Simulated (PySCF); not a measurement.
# How methods differ on the ionisation energy of P

P [Ne] 3s2 3p3 (4S) → P⁺ [Ne] 3s2 3p2 (3P), as a difference of total energies. Calculation: PySCF 2.14, in aug-cc-pCVTZ-DK with one added diffuse shell each of s, p, d, f type (9s8p6d4f, 91 functions); the spin-free X2C one-electron Hamiltonian (Gaussian nucleus). Correlated levels: valence: [Ne] frozen. The calculations carry no spin-orbit coupling.

```tsv
method	ionisation energy (eV)	error (eV)
UHF	9.896	-0.630
MP2 (valence)	10.483	-0.043
SCS-MP2 (valence)	10.303	-0.223
CCSD (valence)	10.417	-0.109
CCSD(T) (valence)	10.463	-0.063
```

Reference: 10.526 eV (measured; NIST levels, between the centres of gravity of the two terms).

Errors of the correlated levels include the incompleteness of this basis and the frozen core.
